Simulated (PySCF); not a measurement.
Name the molecule from its bond curve

A diatomic of charge +1 contains O. Its singlet curve at RHF-CCSD(T) in a triple-zeta basis (no relativity, PySCF), in eV from the separated fragments:

R (Å), E (eV) and a bar:
```
    0.950     -9.012 #############################
    0.993     -9.945 ##########
    1.024    -10.316 ###
    1.056    -10.469 
    1.088    -10.452 
    1.130    -10.232 #####
    1.183     -9.734 ##############
    1.246     -8.944 ##############################
```

The fit gives ωe = 2362 cm⁻¹ and the rotational constant Bₑ = 1.979 cm⁻¹.

Which atom is the partner?

The minimum lies at 1.068 Å, so the reduced mass is 16.8576 u Å² cm⁻¹/(Bₑ·Re²) = 7.468 u. With O at 15.99 u the partner weighs about 14.0 u: N. The molecule is NO⁺.

Correlated steps freeze 2 core orbitals.
